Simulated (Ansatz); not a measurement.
**Stretching triplet OH(+)**

The O–H distance is varied.

Basis set: 6-31G (spherical functions). Charge 1, multiplicity 3.

Computed with Ansatz (development build ahead of 0.2.0), each point on the determinant that the search for low states chose. Each curve is measured from its own lowest point listed.

```tsv
r(O–H) (Å)	UHF (eV)	PBE (unrestricted) (eV)
1.236	0.000	0.000
1.339	0.360	0.289
1.442	0.702	0.599
1.545	1.001	0.900
1.648	1.254	1.178
1.751	1.467	1.423
1.957	1.806	1.808
2.060	1.939	1.953
2.163	2.051	2.072
2.266	2.144	2.169
2.369	2.220	2.249
2.472	2.281	2.312
2.575	2.329	2.363
2.678	2.366	2.401
```

Task: Give the PBE0 (unrestricted) curve at the same distances.

Result:

```tsv
r (Å)	E (eV)
1.236	0.000
1.339	0.328
1.442	0.668
1.545	0.993
1.648	1.288
1.751	1.545
1.957	1.955
2.060	2.115
2.163	2.252
2.266	2.369
2.369	2.468
2.472	2.551
2.575	2.621
2.678	2.678
```

Caution at some points: the unrestricted determinant is spin contaminated. Caution for UHF at some points: the unrestricted determinant is a mixture of spin states. Caution for PBE (unrestricted) at some points, PBE0 (unrestricted) at some points: charge can spread falsely over distant fragments.
